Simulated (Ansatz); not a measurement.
The first iterations of a band of ClH3Si + H2O (8 atoms, charge 0, multiplicity 1).

The calculation used RKS PBE/def2-SVP (Ansatz 0.2.0).

```
movable images  : 5
climbing image  : yes
spring          : 5.0 eV/Å²
optimiser       : quadratic models (default)
start path      : through a guess of the saddle point
force threshold : 0.05 eV/Å
iteration limit : 60
end points      : relaxed
```

Image 0:

```xyz
8
Properties=species:S:1:pos:R:3
Si 0.330 0.037 -0.052
Cl 0.297 -0.147 2.046
H 1.788 0.047 -0.419
H -0.300 1.326 -0.467
H -0.308 -1.165 -0.675
O -2.586 0.047 0.737
H -2.763 -0.912 0.707
H -2.116 0.137 1.591
```

Image 6:

```xyz
8
Properties=species:S:1:pos:R:3
Si -0.302 -0.082 -0.520
Cl -0.709 0.753 3.233
H 0.916 -0.829 -0.053
H -0.078 1.395 -0.478
H -0.637 -0.527 -1.918
O -1.637 -0.354 0.508
H -1.936 -1.280 0.569
H -1.275 0.295 2.127
```

| iteration | highest image above the first end (eV) | largest band force component (eV/Å) |
| --- | --- | --- |
| 1 | 2.611 | 3.689 |
| 2 | 1.431 | 1.896 |
| 3 | 1.127 | 1.829 |
| 4 | 1.039 | 0.727 |
| 5 | 0.919 | 0.674 |

Q: Does the band converge within its limit, and where does its top end?

A: The forces met the threshold. It ended after 15 iterations with the highest image 0.767 eV above the first end. A vibrational analysis at the climbing image gives one clearly imaginary mode, 188i cm⁻¹: a first-order saddle point. The orbitals stay closed-shell, which can raise the energy where a bond breaks towards radicals; this wasn't checked here.

Run time: 2.4 min on 1 thread of Arm Neoverse V1, with other jobs on the host, peak memory 0.15 GiB.
